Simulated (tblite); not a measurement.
Species: C₅H₇F (charge +1 and doublet state).
Bonds: F1–C2, C2–C3, C3–C4, C4–C5, C5–C6, C3–C6. Hydrogens: H7 on C2; H8, H9 on C4; H10, H11 on C5; H12, H13 on C6.

A start from a force field or distance geometry was refined with GFN2-xTB geometry optimisation, gas phase (tblite 0.8.0). Values at the start:

```
 coordinate    start
      F1–C2  1.342 Å
      C2–C3  1.386 Å
      C2–H7  1.086 Å
      C3–C4  1.466 Å
      C3–C6  1.455 Å
      C4–C5  1.548 Å
      C4–H8  1.091 Å
      C5–C6  1.526 Å
     C5–H10  1.096 Å
     C6–H12  1.099 Å
   F1–C2–C3   121.6°
   C2–C3–C4   130.8°
   C2–C3–C6   132.7°
   C3–C4–C5    87.0°
   C3–C6–C5    88.2°
   C4–C3–C6    94.1°
   C4–C5–C6    88.2°
F1–C2–C3–C4      10°
C2–C3–C6–C5    -175°
C3–C4–C5–C6     -11°
C4–C5–C6–C3      11°
```

Question: How do these coordinates change at the GFN2-xTB level?

Answer: 
```tsv
coordinate	GFN2-xTB (Å or °)	change
F1–C2	1.303	-0.039
C2–C3	1.363	-0.023
C4–C5	1.526	-0.022
C3–C6	1.476	+0.021
C3–C4	1.477	+0.011
C4–H8	1.096	+0.005
C5–H10	1.091	-0.005
C6–H12	1.095	-0.004
C5–C6	1.528	+0.002
C2–H7	1.086	0.000
C2–C3–C4	133.9	+3.1
C3–C4–C5	89.0	+2.0
C4–C3–C6	93.0	-1.1
C4–C5–C6	89.0	+0.8
F1–C2–C3	120.8	-0.8
C3–C6–C5	89.0	+0.8
C2–C3–C6	133.1	+0.4
C4–C5–C6–C3	0	-11
C3–C4–C5–C6	0	+11
F1–C2–C3–C4	0	-10
C2–C3–C6–C5	180	-5
```

The energy falls by 5.4 kcal/mol over 53 L-BFGS steps, the largest force on an atom goes from 2.52 to 0.007 eV/Å, and the atoms move by 0.158 Å rms after alignment. The bond that changes most is F1–C2 (ends: fluorine bonded to C; carbon bonded to C, F and H), which shortens by 0.039 Å. Bonds longer at the end by more than 0.005 Å: 4 of 13; shorter: 5. Among the dihedrals that turn most is H8–C4–C5–H11, from -142° to -124°. Rotational constants go from 9602, 2298, 1927 to 9598, 2318, 1932 MHz.

Its GFN2-xTB frequencies are all real (lowest 106 cm⁻¹).

One conformer stands for the species.

All values are computed, not measured.
